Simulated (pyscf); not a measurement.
# Addition across a multiple bond or ene-type step: `[CH2]=[Si][CH3]` [doublet] + `[ClH]` -> `[CH3][Si]([CH3])[Cl]` [doublet]

Gas phase, doublet surface, charge 0. Bonds broken: H4–Cl10. Bonds formed: C1–H4, Si2–Cl10. Optimised with ωB97X-D3(BJ)/def2-SVP in PySCF.

Transition state (Å):

```xyz
10

C      1.1108    -0.2331    -0.3628
Si    -0.4624     0.5168    -0.6159
C     -1.4815     0.6992     0.9593
H     -0.0120    -1.6098    -0.5621
H      1.7749    -0.4968    -1.1948
H      1.6343    -0.0328     0.5838
H     -2.0043    -0.2521     1.1470
H     -0.8046     0.9028     1.8059
H     -2.2288     1.5026     0.8870
Cl    -1.1539    -2.2257    -1.0587
```

One imaginary mode, 276i cm⁻¹; descent along it reached the two sides named, in the forms told below.

| bond | change | reactant side (Å) | saddle | product side |
|---|---|---|---|---|
| H4–Cl10 | breaks | 1.307 | 1.389 | 3.4 |
| C1–H4 | forms | 2.219 | 1.788 | 1.104 |
| Si2–Cl10 | forms | 3.7 | 2.9 | 2.088 |

Electronic energies relative to the separated reactants (kJ/mol):

```csv
level,barrier,reaction energy,reverse barrier
ωB97X-D3(BJ)/def2-TZVP,-12.4,-352.6,340.1
PBE/def2-TZVP,-20.7,-314.7,294.0
r²SCAN/def2-TZVP,-14.6,-331.3,316.8
B3LYP-D3(BJ)/def2-TZVP,-15.4,-325.4,310.1
PBE0-D3(BJ)/def2-TZVP,-18.0,-339.1,321.1
M06-2X/def2-TZVP,-1.5,-332.6,331.1
ωB97M-D3(BJ)/def2-TZVP,-7.4,-329.5,322.1
HF/def2-TZVP,60.9,-320.3,381.2
```

With ωB97M-D3(BJ)/def2-TZVP energies and thermal terms (ideal gas, 1 atm, RRHO with modes under 100 cm⁻¹ raised to 100, one conformer, R ln 2 for chiral ones without a mode under 150 cm⁻¹), in kJ/mol:

```json
[
 {"T (K)": "298", "ΔH‡": "-10.9", "ΔG‡": "30.7", "ΔH": "-313.7", "ΔG": "-271.1"},
 {"T (K)": "600", "ΔH‡": "-11.2", "ΔG‡": "73.2", "ΔH": "-314.3", "ΔG": "-227.5"},
 {"T (K)": "900", "ΔH‡": "-9.7", "ΔG‡": "115.2", "ΔH": "-312.8", "ΔG": "-184.3"},
 {"T (K)": "1200", "ΔH‡": "-7.8", "ΔG‡": "156.5", "ΔH": "-310.4", "ΔG": "-141.8"}
]
```

On the reactant side the descent ends in a complex, 26.3 kJ/mol under the separated species and 13.9 kJ/mol under the saddle at ωB97X-D3(BJ)/def2-TZVP. At ωB97X-D3(BJ)/def2-TZVP, PBE, r²SCAN, B3LYP-D3(BJ), PBE0-D3(BJ), M06-2X, ωB97M-D3(BJ) the saddle lies under the separated reactants, which points to a path from their complex (located at ωB97X-D3(BJ) alone). This saddle turned up in a search for another step; its sides and bond changes are read from the two ends of the descent. [H₂C=Si–CH₃]• lies 36.7 kJ/mol over its isomer H₂C=CH–SiH₂• (electronic energy, ωB97M-D3(BJ)/def2-TZVP). One saddle was located; it need not be the lowest between these sides.
